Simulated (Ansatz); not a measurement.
# PH3 (singlet): from Hartree-Fock to the top rungs, STO-3G

How much of the correlation energy of PH3 (singlet) does each wave-function method recover here?

Method: STO-3G, core rule «outside noble gas», up to 5 orbitals frozen; program: Ansatz 0.2.0, Gaussian basis.

The runs, in order: UHF; CCSD(T) on RHF; BCCD(T) on RHF; CISD; CCSDT(Q) on RHF; CISDTQ; CCSDTQ on RHF; CASSCF and MRCISD+Q, 8 electrons in 7 orbitals; CASSCF and NEVPT2, 8 electrons in 7 orbitals; Full CI.

10 further runs of the same task are left out: 1 that didn't finish, 9 set aside as unsound or not needed.

## Step 1: What is computed

The geometry is an MP2(full)/6-31G* stationary point (not a proven minimum).

4 atoms, charge 0, spin multiplicity 1.

Atoms are counted from 1 here; the program's logs count them from 0.

Bond lengths: P1–H2 1.414 Å, P1–H3 1.414 Å, P1–H4 1.414 Å. Angles: H2–P1–H3 94.6°, H2–P1–H4 94.6°, H3–P1–H4 94.6°.

Geometry (Å):

```
P     0.0000    0.0000    0.0665
H     0.0000    1.2006   -0.6812
H     1.0398   -0.6003   -0.6812
H    -1.0398   -0.6003   -0.6812
```

## Step 2: UHF

Contents of in.yaml:

```yaml
crystal:
  periodic: [false, false, false]
  atoms:
    - {symbol: P, position_ang: [0.000000, 0.000000, 0.066503]}
    - {symbol: H, position_ang: [-0.000001, 1.200646, -0.681212]}
    - {symbol: H, position_ang: [1.039791, -0.600324, -0.681211]}
    - {symbol: H, position_ang: [-1.039791, -0.600324, -0.681210]}
basis:
  gaussian: {orbitals: STO-3G}
magnetization: {spin_polarized: true, initial_magnetization: 0}
hamiltonian: {xc: hf}
output: {orbitals: {seedname: orbitals}}
```

Run with:

```sh
> ansatz run in.yaml --threads 1 --pin off --events-out ev --progress --plain --max-ram 2764MiB --backend cpu
```

After this run come: CCSD(T) on RHF; BCCD(T) on RHF; CISD; CCSDT(Q) on RHF; CISDTQ; CCSDTQ on RHF; CASSCF and MRCISD+Q, 8 electrons in 7 orbitals; CASSCF and NEVPT2, 8 electrons in 7 orbitals; Full CI.

Q: Predict the results of all the runs planned. Wanted: FCI below the RHF energy; RMP2 from FCI; RCCSD from FCI; RCCSD(T) from FCI; RCCSDT(Q) from FCI; NEVPT2 valence from FCI; MRCISD+Q valence from FCI; T1 diagnostic; effectively unpaired electrons.

The runs gave:

| quantity | value |
| --- | --- |
| FCI below the RHF energy | -1.7034 eV |
| RMP2 from FCI | +55.1 kJ/mol |
| RCCSD from FCI | +0.5 kJ/mol |
| RCCSD(T) from FCI | +0.1 kJ/mol |
| RCCSDT(Q) from FCI | 0.0 kJ/mol |
| NEVPT2 valence from FCI | -0.3 kJ/mol |
| MRCISD+Q valence from FCI | -0.3 kJ/mol |
| levels within 1 kcal/mol (43 meV) | RCCSD, RCCSD(T), BCCD(T), RCCSDT, CISDTQ, RCCSDT(Q), RCCSDTQ, CASSCF valence, NEVPT2 valence, MRCISD valence, MRCISD+Q valence |
| T1 diagnostic | 0.006 |
| effectively unpaired electrons | 0.02 |

**Reading.** RCCSD(T) lands +0.1 kJ/mol from the yardstick (0.1 % of the correlation energy). CASSCF valence, NEVPT2 valence, MRCISD valence, MRCISD+Q valence fall below full CI, which methods that aren't variational can do. One determinant dominates. Of the multireference levels listed NEVPT2 valence comes nearest in total energy (-0.3 kJ/mol), which doesn't show that its space is the better one. These misses are within one basis, not against nature.
